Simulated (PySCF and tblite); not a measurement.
Results of a calculation; reference values are marked as such.
C₃H₄F₂, numbered as in [F:1]/[CH:2]=[CH:3]/[CH2:4][F:5].

Free energies: PBE0-D3(BJ)/def2-TZVP (IEF-PCM, cyclohexane) on GFN2-xTB structures plus GFN2-xTB thermal terms, symmetry and mirror images included. Conformers within 3 kcal/mol (GFN2-xTB free energy) were kept, 6 at most. GIAO shieldings: wB97X-D/pcSseg-1 (IEF-PCM, cyclohexane). Shifts are against TMS (¹H), TMS (¹³C) at the same level. Run with PySCF (density fitting) and tblite.

(1) List the conformer-averaged shifts at 298.15 K.

(2) How do the conformers differ?

(3) Which signal moves most, for its nucleus, between 220 and 380 K through the change of populations alone?

The minima are those of GFN2-xTB; planar forms about aryl–S or allylic bonds may be saddles in DFT. Shifts are unscaled: against experiment ¹³C can be off by 15 ppm or more and ¹H by 0.8 ppm.

Results:

(1) ¹H: 7.14 (H2, 1H), 6.01 (H3, 1H), 5.25 (H4, 2H) ppm. ¹³C: 163.8 (C2), 116.7 (C3), 82.4 (C4) ppm.

(2) Torsions listed: C2–C3–C4–F5. Of a mirror pair one member is shown.
```csv
conformer,shape,weight %
1,123°,84.7
2,0°,15.3
```

```json
{"signal": "H2", "1": "7.14", "2": "7.15", "average": "7.14"}
{"signal": "H3", "1": "6.09", "2": "5.54", "average": "6.01"}
{"signal": "H4", "1": "5.22", "2": "5.44", "average": "5.25"}
{"signal": "C2", "1": "164.4", "2": "160.3", "average": "163.8"}
{"signal": "C3", "1": "116.9", "2": "116.0", "average": "116.7"}
{"signal": "C4", "1": "82.3", "2": "83.4", "average": "82.4"}
```

(3) H3: 6.03 ppm at 220 K, 6.02 ppm at 260 K, 6.01 ppm at 298.15 K, 6.00 ppm at 340 K, 5.99 ppm at 380 K.
